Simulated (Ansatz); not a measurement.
Input for Ansatz (development build ahead of 0.2.0):

```yaml
crystal:
  periodic: [false, false, false]
  atoms:
    - { symbol: C, position_ang: [0.02429, 0.0234, -0.43928] }
    - { symbol: C, position_ang: [0.02091, 1.16577, 0.18055] }
    - { symbol: C, position_ang: [0.02664, -1.17531, 0.17276] }
    - { symbol: H, position_ang: [-0.04054, 0.0158, -1.6144] }
    - { symbol: H, position_ang: [-0.0037, 2.18635, -0.33919] }
    - { symbol: H, position_ang: [0.0332, 1.19085, 1.3122] }
    - { symbol: H, position_ang: [-0.06967, -2.15271, -0.29744] }
    - { symbol: H, position_ang: [0.06884, -1.2385, 1.27532] }
basis:
  gaussian: { orbitals: "6-31G" }
total_charge: 1
hamiltonian:
  xc: hf
correlation:
  method: mp2
  frozen_orbitals: { C: 1, H: 0 }
```

The input is written out in the form of the current development build from the run's settings.

The run gave:

```json
{"Converged": "yes", "Reference energy": "-116.12825 hartree", "Correlation energy": "-0.24325 hartree", "Total energy": "-116.37149 hartree", "Spin squared of the determinant": "0.000"}
```
